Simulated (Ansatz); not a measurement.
**SiC− (quartet): wave-function methods side by side, aug-cc-pVTZ**

An exercise on one series of results from a longer session: the logs are not shown, and one member is left open.

Method: aug-cc-pVTZ, core rule «outside noble gas», up to 6 orbitals frozen; program: Ansatz 0.2.0, Gaussian basis.

The runs, in order: UHF; CCSD(T) on ROHF; CCSD(T) on UHF; BCCD(T) on ROHF; CCSDT(Q) on ROHF; CCSDT(Q) on UHF; CASSCF and MRCISD+Q, 9 electrons in 8 orbitals; CASSCF and NEVPT2, 9 electrons in 8 orbitals.

3 further runs of the same task are left out: 3 set aside as unsound or not needed.

## The system

The geometry is a PBE0/def2-TZVPD stationary point (not a proven minimum) of the parent state, kept for this charge and spin.

2 atoms, charge -1, spin multiplicity 4.

Atoms are counted from 1 here; the program's logs count them from 0.

Bond lengths: Si1–C2 1.666 Å.

The first run:

The input, in.yaml:

```yaml
crystal:
  periodic: [false, false, false]
  atoms:
    - {symbol: Si, position_ang: [0.000000, 0.000000, 0.000000]}
    - {symbol: C, position_ang: [0.000000, 0.000000, 1.665900]}
basis:
  gaussian: {orbitals: aug-cc-pVTZ}
total_charge: -1
magnetization: {spin_polarized: true, initial_magnetization: 3}
hamiltonian: {xc: hf}
output: {orbitals: {seedname: orbitals}}
```

The run is started by

```console
$ ansatz run in.yaml --threads 1 --pin off --events-out ev --progress --plain --max-ram 4096MiB --backend cpu
```

Among the steps run: UHF; CCSD(T) on ROHF; CCSD(T) on UHF; BCCD(T) on ROHF; CCSDT(Q) on ROHF; CCSDT(Q) on UHF; CASSCF and MRCISD+Q, 9 electrons in 8 orbitals; CASSCF and NEVPT2, 9 electrons in 8 orbitals.

One table of the session follows, with a row left open; its other results are not shown here.

It belongs to the step «Misses and costs». 

| method | from RCCSDT(Q) (kcal/mol) |
| --- | --- |
| ROHF | +166.68 |
| UHF | +155.93 |
| RMP2 | +33.97 |
| UMP2 | +41.23 |
| RCCSD | +16.19 |
| UCCSD | +16.16 |
| RCCSD(T) | +6.31 |
| UCCSD(T) | +6.90 |
| BCCD(T) | +6.31 |
| RCCSDT | +2.82 |
| UCCSDT | +2.95 |
| RCCSDT(Q) | 0 |
| UCCSDT(Q) | +0.02 |
| CASSCF valence | +129.21 |
| NEVPT2 valence | +31.24 |
| MRCISD valence | +17.50 |
| MRCISD+Q valence | ? |

Q: Estimate the row for MRCISD+Q valence from the others.

**Answer.** from RCCSDT(Q) (kcal/mol): +6.01. In the column «from RCCSDT(Q) (kcal/mol)» it lies between UCCSDT (+2.95) and RCCSD(T) (+6.31).

To keep in mind: Warnings: spin contamination; large T1 diagnostic. Restricted and unrestricted rows rest on different reference determinants; where their highest levels disagree by more than a few hundredths of an eV, they describe different states and don't form one ladder.
